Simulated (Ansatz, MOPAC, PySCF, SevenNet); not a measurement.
## Lattice parameter a of rock-salt MgS: levels of theory against measurement

Reference value: 5.188 Å (measured, corrected for zero-point motion; as tabulated in Goldzak et al. (2022), arXiv:2208.04865).

**Question.** What do AM1 semi-empirical Hartree-Fock (MOPAC), SevenNet-0, LDA, PBE, rVV10, r²SCAN, PBE0, Hartree–Fock, MP2 give, and how far is each from the reference?

**Answer.** 
```csv
level (code),value (Å),error (%)
AM1 semi-empirical Hartree-Fock (MOPAC),5.412,+4.32
SevenNet-0,5.223,+0.67
LDA (Ansatz),5.129,-1.14
PBE (Ansatz),5.230,+0.81
rVV10 (Ansatz),5.239,+0.98
r²SCAN (Ansatz),5.203,+0.29
PBE0 (Ansatz),5.194,+0.12
Hartree–Fock (Ansatz),5.285,+1.87
MP2 (PySCF),5.179 ± 0.02,-0.17
```

Once the reference is moved by up to 0.30 % (a margin picked here for doubts on the reference and the settings) and values within 0.10 % count as equal, the nearest can be PBE0 (+0.12 %), MP2 (-0.17 %) or r²SCAN (+0.29 %). Farthest off among them: AM1 semi-empirical Hartree-Fock (MOPAC) (+4.32 %).

A ± on a computed value is a rough bar: the spread of its extrapolation, a floor set from checks against published values, or a statistical error. AM1 semi-empirical Hartree-Fock (MOPAC): the method was fitted mainly to molecules. AM1 semi-empirical Hartree-Fock (MOPAC): the run uses a supercell at the zone centre in place of a k mesh. Cutoffs and k meshes differ between the levels. Ansatz's density-functional and Hartree–Fock values are scalar-relativistic unless marked +SOC, with PAW data made under PBE.

Machine-learned potentials (SevenNet-0) are trained on DFT data: a solid inside that data is no test of them.

Differences are worked out from the printed values.

Ansatz is a first-principles code.
